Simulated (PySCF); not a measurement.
**Which functional comes closest?**

Molecule: `CC(C)(C)C=O`, C₅H₁₀O.

Geometry:
| atom | x (Å) | y (Å) | z (Å) |
| --- | --- | --- | --- |
| C1 | -0.305 | -1.470 | 0.022 |
| C2 | -0.004 | 0.031 | -0.067 |
| C3 | -0.708 | 0.766 | 1.079 |
| C4 | 1.496 | 0.295 | -0.054 |
| C5 | -0.615 | 0.535 | -1.362 |
| O6 | -0.020 | 1.068 | -2.257 |
| H7 | 0.206 | -2.029 | -0.778 |
| H8 | -1.385 | -1.672 | -0.056 |
| H9 | 0.040 | -1.868 | 0.989 |
| H10 | -0.504 | 1.848 | 1.046 |
| H11 | -0.354 | 0.382 | 2.049 |
| H12 | -1.800 | 0.623 | 1.042 |
| H13 | 1.992 | -0.205 | -0.898 |
| H14 | 1.708 | 1.370 | -0.140 |
| H15 | 1.943 | -0.074 | 0.882 |
| H16 | -1.725 | 0.366 | -1.432 |

Geometry PBE0-D3(BJ)/def2-SVP throughout; GIAO in PySCF 2.14, gas phase, one conformer, non-relativistic; equivalent atoms averaged; basis pcSseg-1.

Reference values (measured; solution, not stated per compound (mostly CDCl3 or CCl4); Pretsch, Buehlmann, Badertscher, Structure Determination of Organic Compounds, 4th ed. (2009)): δ(C2) = 42.4 ppm, δ(C1/C3/C4) = 23.4 ppm, δ(H7/H8/H9/H10/H11/H12/H13/H14/H15) = 1.08 ppm. Computed shifts are taken against TMS, calculated as an isolated molecule at each level.

Problem. How do the functionals HF, LDA, PBE, BLYP, BP86, OPBE, KT2, KT3, B97-D, B3LYP, PBE0, mPW1PW91, WP04, B97-2, BHandHLYP, CAM-B3LYP, wB97X-D, LC-wPBE perform against the reference? Times are CPU seconds on shared hosts with different chips, so compare them loosely; the GGAs took longer than the global hybrids here, which isn't the general rule, and the cause wasn't traced.

Solution. 
```tsv
functional	kind	C2	C1/C3/C4	H7/H8/H9/H10/H11/H12/H13/H14/H15	mean abs. error C	abs. error H	core-s
HF	Hartree–Fock	34.9	23.0	1.00	3.9	0.08	6.5
LDA	LDA	47.6	25.0	0.95	3.4	0.13	20
PBE	GGA	45.4	24.8	0.96	2.2	0.12	24
BLYP	GGA	46.6	25.5	0.98	3.2	0.10	24
BP86	GGA	46.0	25.0	0.98	2.6	0.10	24
OPBE	GGA	41.9	23.6	0.97	0.4	0.11	26
KT2	GGA	44.2	24.0	0.96	1.2	0.12	16
KT3	GGA	42.8	23.8	0.97	0.4	0.11	17
B97-D	GGA	44.6	24.8	1.00	1.8	0.08	16
B3LYP	global hybrid	44.4	25.0	0.98	1.8	0.10	11
PBE0	global hybrid	42.7	24.3	0.97	0.6	0.11	16
mPW1PW91	global hybrid	42.7	24.3	0.98	0.6	0.10	11
WP04	global hybrid	47.2	24.8	1.02	3.1	0.06	12
B97-2	global hybrid	42.4	24.2	0.98	0.4	0.10	12
BHandHLYP	global hybrid	41.1	24.3	0.99	1.1	0.09	15
CAM-B3LYP	range-separated hybrid	43.2	24.6	0.98	1.0	0.10	16
wB97X-D	range-separated hybrid	42.7	24.6	0.99	0.8	0.09	15
LC-wPBE	range-separated hybrid	40.9	23.9	0.98	1.0	0.10	21
```

For $^{13}$C the closest is OPBE (0.4 ppm, with KT3, B97-2, PBE0, mPW1PW91 practically level) and the furthest HF (3.9 ppm).

For $^{1}$H the closest is WP04 (0.06 ppm, with HF, B97-D practically level) and the furthest LDA (0.13 ppm). One molecule is a small sample, and vibrational and solvent effects are absent from the calculation.
